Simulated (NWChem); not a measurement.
methane (CH$_{4}$); SMILES C

```xyz
5

C      0.0000     0.0000     0.0000
H     -0.8540    -0.2418    -0.6465
H      0.8689     0.2544    -0.6213
H     -0.2557     0.8552     0.6396
H      0.2407    -0.8678     0.6282
```
Atoms are numbered in this order, from 1.

Level: PBE0/def2-SVP (NWChem); excitation at 532 nm, off resonance, unscaled harmonic frequencies. Structure relaxed at the PBE0/def2-SVP level.

Question: Give the Raman lines with relative activities.

Answer: 
```csv
wavenumber (cm⁻¹),relative intensity
1308,2.2
1530,27
3046,78
3199,100
```
